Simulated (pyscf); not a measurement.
PySCF, gas phase, ωB97X-D3(BJ)/def2-SVP geometries. Correlated levels are frozen-core, on RHF or UHF. ΔMP2 is the change of the MP2 total energy from the triple- to the quadruple-zeta basis.

Q: `[Cl][CH]([Cl])[Cl]` + `[H]` [doublet] -> `[ClH]` + `[Cl][CH][Cl]` [doublet]
Surface: doublet. Broken: C–Cl. Formed: Cl–H. Give ΔE‡ and ΔE from CCSD(T)/def2-TZVPP + ΔMP2(QZVPP), relative to the separated reactants.

A: ΔE‡ = 7.9 kcal/mol, ΔE = -30.8 kcal/mol. Zero-point energy shifts the barrier by +0.2 kcal/mol. It is an atom transfer, with an imaginary mode of 1183i cm⁻¹. This is the saddle that the search found; another between the same sides may lie lower. The angle at the transferred Cl is 178°. The CCSD(T) − MP2 part came from Ansatz, without density fitting, on the same reference.
